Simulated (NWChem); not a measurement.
## Basis-set convergence for C$_{2}$H$_{3}$F

SMILES: C=CF
```xyz
6

C      1.1815    -0.1871     0.0000
C     -0.1259    -0.4075     0.0000
F     -1.0213     0.5743     0.0000
H      1.5823     0.8287     0.0000
H      1.8700    -1.0325     0.0000
H     -0.5944    -1.3973     0.0000
```
Charge 0, spin multiplicity 1.

All runs are NWChem calculations. All single points use one geometry, from PBE0/def2-SVP, a minimum by its harmonic frequencies.

Quantity: dipole moment at the level PBE.

The Pople sets run with spherical d functions. The structure started from a generated list of species.

```
basis        functions  dipole moment (D)
-----------  ---------  -----------------
STO-3G              18               0.35
6-31G*              48               0.99
6-31+G*             60                [?]
6-311G**            72               1.13
def2-SVPD           87                [?]
aug-pcseg-1         96               1.18
pcseg-2            132               1.20
def2-TZVPP         135                [?]
def2-TZVPD         141               1.16
aug-cc-pVTZ        207               1.17
```

Task: Some entries are withheld; supply them.

Result: 
- 6-31+G*, dipole moment (D): 1.29
- def2-SVPD, dipole moment (D): 1.22
- def2-TZVPP, dipole moment (D): 1.15
